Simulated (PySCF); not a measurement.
PySCF input for CHO, SMILES [CH]=O (connectivity only; charge and spin as stated), charge +1, multiplicity 1, C-PCM-M06-2X/def2-TZVPD. The structure is a stationary point at B3LYP-D3(BJ)/def2-TZVPD. The isomer is the one that the SMILES or the coordinates give; other isomers of the formula were not compared.

```python
import numpy as np
from pyscf import gto, scf, dft
from pyscf.solvent import pcm

mol = gto.M(
    atom='''
    C     0.00000000    0.00000000    0.51434796
    O     0.00000000    0.00000000   -0.58710800
    H     0.00000000    0.00000000    1.61077623
    ''',
    basis='def2-TZVPD',
    charge=1,
    spin=0,
    max_memory=1600,
    verbose=3,
)
mf = dft.RKS(mol, xc='m06-2x').density_fit(auxbasis='def2-universal-jkfit')
mf.grids.level = 4
mf.conv_tol = 1e-9
mf.max_cycle = 100
mf.kernel()
res = {}
for name, eps in {'water': 78.355, 'ethanol': 24.852, 'dimethylsulfoxide': 46.826}.items():
    s = mf.PCM()
    s.with_solvent.method, s.with_solvent.eps, s.with_solvent.lebedev_order = 'C-PCM', eps, 29
    s.kernel(mf.make_rdm1())
    res[name] = (s.e_tot, eps, s.dip_moment(), s.mo_energy, s.converged)
    print(f'{name}: electrostatic solvation free energy {(s.e_tot - mf.e_tot) * 627.509474:.3f} kcal/mol')
```

It prints:

```
converged SCF energy = -113.550991291192

WARN: PCM is an experimental feature. It is still in testing.
Features and APIs may be changed in the future.

converged SCF energy = -113.677572141887

WARN: System has nonzero charge 1; the dipole moment is origin-dependent.
Location of origin: [0. 0. 0.]

Dipole moment(X, Y, Z, Debye): -0.00000, -0.00000,  4.27352
water: electrostatic solvation free energy -79.431 kcal/mol

WARN: PCM is an experimental feature. It is still in testing.
Features and APIs may be changed in the future.

converged SCF energy = -113.674013214442

WARN: System has nonzero charge 1; the dipole moment is origin-dependent.
Location of origin: [0. 0. 0.]

Dipole moment(X, Y, Z, Debye): -0.00000, -0.00000,  4.25791
ethanol: electrostatic solvation free energy -77.197 kcal/mol

WARN: PCM is an experimental feature. It is still in testing.
Features and APIs may be changed in the future.

converged SCF energy = -113.676458804965

WARN: System has nonzero charge 1; the dipole moment is origin-dependent.
Location of origin: [0. 0. 0.]

Dipole moment(X, Y, Z, Debye): -0.00000, -0.00000,  4.26864
dimethylsulfoxide: electrostatic solvation free energy -78.732 kcal/mol
```

The calculation finished and met its thresholds.

Cost: roughly 23 core-seconds.
